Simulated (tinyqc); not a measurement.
Ways to converge the cycle: SCF convergence aids in the sto-3g basis, for CH2, spin multiplicity 3. Computed by the program tinyqc with PySCF. 

Geometry (angstrom):
```
atom,x,y,z
C,0.0000,0.0000,0.0000
H,0.0000,1.0960,0.5020
H,0.0000,-1.0960,0.5020
```

lowest solution found by these runs and by PySCF with stability checks = -38.413842 hartree

UHF with one setting changed at a time; a run stops when the energy changes by less than 1e-09 hartree and the error matrix is below 1e-5. The start is the core Hamiltonian. Damping d keeps d of the old density; a shift (hartree) raises the virtual levels; DIIS n extrapolates F over n matrices.

Largest element of the error matrix X^T (FDS - SDF) X:
```
iteration,plain,damping 0.3,damping 0.6,shift 0.4,DIIS 3,DIIS 8
1,3.2e-01,3.2e-01,3.2e-01,3.2e-01,3.2e-01,3.2e-01
2,2.7e-02,1.2e-01,2.2e-01,1.6e-01,2.7e-02,2.7e-02
3,7.3e-03,3.9e-02,1.4e-01,4.7e-02,7.6e-03,7.6e-03
4,3.3e-03,1.4e-02,8.9e-02,1.4e-02,3.1e-03,3.1e-03
5,2.2e-03,5.9e-03,5.5e-02,5.4e-03,1.2e-03,1.2e-03
6,1.5e-03,3.4e-03,3.5e-02,2.5e-03,4.4e-04,3.6e-04
8,6.7e-04,1.6e-03,1.4e-02,9.0e-04,2.7e-05,5.7e-06
10,3.3e-04,9.9e-04,6.2e-03,4.6e-04,3.1e-06,-
14,8.1e-05,3.6e-04,1.9e-03,1.3e-04,-,-
20,9.5e-06,9.0e-05,6.8e-04,2.7e-05,-,-
30,-,8.5e-06,1.8e-04,-,-,-
45,-,-,2.8e-05,-,-,-
```

How each run ends:
```
run,iterations,E (hartree),state
plain,22,-38.413842,lowest found
damping 0.3,31,-38.413842,lowest found
damping 0.6,54,-38.413842,lowest found
shift 0.4,26,-38.413842,lowest found
DIIS 3,10,-38.413842,lowest found
DIIS 8,9,-38.413842,lowest found
```

6 of 6 runs reach the lowest solution found, in 9 to 54 iterations (fastest: DIIS 8). Plain steps already contract here, so damping only slows them. DIIS 3 and DIIS 8 gain by cancelling the error over several earlier matrices, much as a quasi-Newton step does.
